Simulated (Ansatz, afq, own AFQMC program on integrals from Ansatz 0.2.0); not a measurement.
# Where AFQMC and coupled cluster stand for AlB, triplet

| atom | x (Å) | y (Å) | z (Å) |
| --- | --- | --- | --- |
| B | 0.0000 | 0.0000 | 0.0000 |
| Al | 0.0000 | 0.0000 | 2.0234 |

Basis cc-pVDZ. Only valence electrons are correlated. Integrals, coupled cluster, full CI and functionals: Ansatz 0.2.0; the random walks run on the same integrals in our own AFQMC program. The CISD trial takes its coefficients from CCSD amplitudes. Released means that phaseless walkers are propagated on without the constraint, phases kept. Uncertainties: one standard error, sampling alone.

Determinant: UHF, the one that the program's search chose, which needn't be the lowest solution. The geometry is a PBE0/def2-TZVP stationary point of this or a neighbouring charge and spin state.

Full CI on the same integrals is exact in this basis and with this determinant's frozen core.

Cautions: an unrestricted solution with more broken spin lies lower (625 meV, ⟨S²⟩ 2.50); strong correlation (T1 0.085, weight of the determinant 0.78, largest double 0.18); (T) is large, 7 % of the CCSD correlation; unrestricted determinant spin contaminated (⟨S²⟩ 2.15 against 2.00); the released energies have errors that jump between times, so the bars are unsure, so no released level is given (meV from the phaseless value at times in 1/Eh: -12 ± 3 at 0.24, -17 ± 3 at 0.51, -46 ± 16 at 0.99, -42 ± 3 at 1.62, -56 ± 11 at 2.40).

- T1 diagnostic: 0.0848
- weight of the determinant in the CISD state: 0.776
- ⟨S²⟩ of the determinant: 2.147
- size of the correlated space: 6 electrons in 26 orbitals

| level | correlation energy (eV) |
| --- | --- |
| MP2 | -2.6457 |
| CCSD | -3.6965 |
| CCSD(T) | -3.9441 |

(1) Estimate where phaseless AFQMC with the Hartree–Fock trial lies against CCSD(T) on the same integrals.

(1) 257.8 ± 19.3 meV above CCSD(T).

Reference: full CI, correlation energy -4.038 eV. The cautions show a poor starting determinant, so the rows tell how each method copes with it here, and full CI is the sure value.

```
        level  E − E(reference) (meV)  share of correlation (%)
      CCSD(T)                    93.9                     97.67
        CCSDT                    24.7                     99.39
     CCSDT(Q)                     1.3                     99.97
       CCSDTQ                     1.1                     99.97
  ph-AFQMC/HF            351.7 ± 19.3                     91.29
ph-AFQMC/CISD              78.7 ± 3.4                     98.05
```

CCSDT and higher add their correlation energy to the determinant of the CCSD(T) run, since their own runs factorise the integrals more tightly (a shift of under 2 meV). A walk keeps the symmetry of its determinant, which the program's search chose and which needn't be the lowest solution, so a lower state of the same spin and another symmetry isn't excluded.
